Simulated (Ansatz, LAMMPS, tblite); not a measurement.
How well does each level of theory give the elastic constant C11 of zinc-blende InP?

Reference value: 101 GPa (measured, temperature not stated, no zero-point or thermal correction; as tabulated in Oses et al. (2018), arXiv:1811.08464).

```tsv
level (code)	value (GPa)	cell (Å³/atom)
Vashishta InP.vashishta (LAMMPS)	102	25.26
GFN2-xTB (tblite)	55.3	27.73
PBE (Ansatz)	(withheld)	26.45
PBE-D3(BJ) (Ansatz)	91.8	25.59
r²SCAN+rVV10 (Ansatz)	99.6	25.49
```

Q: Some entries are withheld; supply them.

A: 
- PBE (Ansatz, an electronic-structure program), value (GPa): 87.0

Differences against the reference: Vashishta InP.vashishta +1.0 %, GFN2-xTB -45 %, PBE -13.9 %, PBE-D3(BJ) -9.1 %, r²SCAN+rVV10 -1.4 %.

The reference's temperature isn't stated, so close values are not ranked against it. Off by more than 25 %, or 35 % on the side where a correction would as a rule narrow the miss (bounds picked here): GFN2-xTB (-45 %).

The reference isn't brought to a static lattice, while the calculations are for one, so the differences are not the levels' errors alone. A static lattice is as a rule stiffer than a warm one, by over a tenth in soft solids.  GFN2-xTB: the method was fitted mainly to molecules. GFN2-xTB: the run uses a supercell at the zone centre in place of a k mesh. PBE-D3(BJ): the dispersion coefficients are held fixed in the derivatives. Each level is taken at its own relaxed cell. Cutoffs differ between the levels. Ansatz's density-functional and Hartree–Fock values are scalar-relativistic unless marked +SOC, with PAW data made under PBE.

Empirical potentials (Vashishta InP.vashishta) are fitted to chosen data: where that held the value shown, agreement is built in, and what lay outside the fit can be far off.

Differences are worked out from the printed values.
